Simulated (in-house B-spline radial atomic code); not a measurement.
**Functionals against ionisation energies along an isoelectronic series: B to Ne⁵⁺**

Ionisation energies as differences of self-consistent total energies from a B-spline radial code for spherical atoms: all electrons, radial basis limit, scalar-relativistic (one-electron X2C), spin-polarised at highest spin, spherical densities; exact exchange is averaged over the determinants of each configuration. No spin-orbit coupling, Breit or QED terms. NIST's values run from ground level to ground level, so in open shells the differences also hold multiplet and fine-structure energies that spherical high-spin averages miss. Columns give computed minus NIST, in eV; a star marks a semi-empirical value. Species are left out where the tabulated value is theory, is uncertain by more than 0.12 eV, or (13 ions, such as In⁴⁺, Te⁴⁺ and Bi⁴⁺) lies off its series for all methods alike, which flatters the means a little.

```
species  shell        NIST (eV)  PBEsol  r2SCAN  TPSSh  wB97X  B97-1
      B     2p             8.30   +0.12   +0.01  +0.10  +0.13  +0.10
     C⁺     2p            24.38   +0.08   -0.06  +0.10  +0.09  +0.15
    N²⁺     2p           47.45*   +0.05   -0.14  +0.10  +0.06  +0.20
    O³⁺     2p            77.41   0.00   -0.22  +0.09  +0.03  +0.24
    F⁴⁺     2p  114.25 ± 0.006*       ?       ?      ?      ?      ?
   Ne⁵⁺     2p   157.93 ± 0.005   -0.10   -0.42  +0.07  0.00  +0.27
```

Problem. What are the differences for F⁴⁺ ([He] 2s2 2p1)?

Solution. PBEsol -0.05; r2SCAN -0.32; TPSSh +0.08; wB97X +0.01; B97-1 +0.26 eV.

Problem. How do the methods rank, and which species is hardest?

Solution. Mean absolute (signed) differences: wB97X 0.05 (+0.05) eV; PBEsol 0.07 (+0.02) eV; TPSSh 0.09 (+0.09) eV; r2SCAN 0.19 (-0.19) eV; B97-1 0.20 (+0.20) eV. For C⁺, which loses a 2p electron, the nearest method is off by -0.06 eV, the largest such miss. The first two are tied within the accuracy of the references.
